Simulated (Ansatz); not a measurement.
This script drives the Python package of Ansatz (0.2.0).

Script `composite_bh5ssi.py`:
```python
"""Relax BH5SSi cheaply, then refine its energy."""

import itertools

import ansatz
from ase import Atoms
from ase.data import atomic_numbers, covalent_radii
import numpy as np

BASIS_SET = "def2-SVP"
XC = "r2SCAN"

atoms = Atoms(["Si", "B", "S", "H", "H", "H", "H", "H"], positions=[
    (-0.5072, 0.7525, -0.6001),
    (0.3668, -0.1457, 0.8083),
    (0.135, -2.0025, 0.9782),
    (-1.2722, -0.1494, -1.4031),
    (0.4306, 1.4483, -1.5014),
    (-1.4489, 1.8244, -0.0285),
    (1.0923, 0.4545, 1.5596),
    (1.2958, -2.2392, 0.1312),
])
geometry = ansatz.Crystal.molecule_from_ase(atoms)

job = (
    geometry.calculation()
    .basis(gaussian=BASIS_SET)
    .functional(XC)
)
symbols = [site.symbol for site in geometry.cartesian_sites]
start = np.array([site.position_ang for site in geometry.cartesian_sites], dtype=float)
r = job.relax(force_tolerance=0.01).run().report
end = np.array(r["positions_ang"])
# pairs closer than 1.2 times the sum of covalent radii, before or after
radius = [covalent_radii[atomic_numbers[s]] for s in symbols]
span = lambda where, i, j: np.linalg.norm(where[i] - where[j])
bonded = [(i, j) for i, j in itertools.combinations(range(len(symbols)), 2) if min(span(start, i, j), span(end, i, j)) < 1.2 * (radius[i] + radius[j])]
print("pair        before    after (A)")
for i, j in bonded:
    print(f"{symbols[i]}{i}-{symbols[j]}{j}".ljust(10), f"{span(start, i, j):8.4f} {span(end, i, j):8.4f}")

minimum = ansatz.Crystal.molecule()
for symbol, place in zip(symbols, end):
    minimum = minimum.atom(symbol, place.tolist())
at_minimum = minimum.calculation()
# MP2 extrapolated to the basis limit, plus the small-basis difference CCSD(T) - MP2
level = lambda method, basis: at_minimum.basis(gaussian=basis).correlation(method).run().report
small, large, cluster = level("mp2", "cc-pVDZ"), level("mp2", "cc-pVTZ"), level("ccsd_t", "cc-pVDZ")
corr = lambda each: (each["free_energy_ev"] - each["reference_energy_ev"]) / 27.211386246
mp2_limit = (27 * corr(large) - 8 * corr(small)) / 19
pieces = {"HF / cc-pVTZ": large["reference_energy_ev"] / 27.211386246, "MP2 correlation, DZ-TZ limit": mp2_limit, "CCSD(T) - MP2 / cc-pVDZ": corr(cluster) - corr(small)}
for name, value in pieces.items():
    print(f"{name:32s} {value:14.6f} Ha")
print(f"{'sum':32s} {sum(pieces.values()):14.6f} Ha")
print("T1 diagnostic", round(cluster["correlation"]["coupled_cluster"]["t1_diagnostic"], 4))
```

It is started by `python composite_bh5ssi.py`. How long does it take on 1 thread of Arm Neoverse V1 (shared host), and how much memory does it need?

It took about 58 s, with a peak of 0.35 GiB, for 4 runs of the engine.

```console
$ python composite_bh5ssi.py
pair        before    after (A)
Si0-B1       1.8853   2.0151
Si0-H3       1.4295   1.4963
Si0-H4       1.4751   1.4986
Si0-H5       1.5370   1.4984
B1-S2        1.8789   1.7735
B1-H6        1.2046   1.2060
S2-H7        1.4563   1.3567
HF / cc-pVTZ                        -714.103910 Ha
MP2 correlation, DZ-TZ limit          -0.444310 Ha
CCSD(T) - MP2 / cc-pVDZ               -0.065741 Ha
sum                                 -714.613961 Ha
T1 diagnostic 0.0163
```

Notes:
- The settings weren't tested for convergence.
- The sum leaves out core correlation, relativity, the Hartree-Fock basis error and zero-point energy; a DZ-TZ extrapolation is rough.
- Inner cores stay frozen, so this is valence correlation.
- For Al to Cl the sets with a tight d function, cc-pV(X+d)Z, are usual.
- An extrapolation from small basis sets is rough.
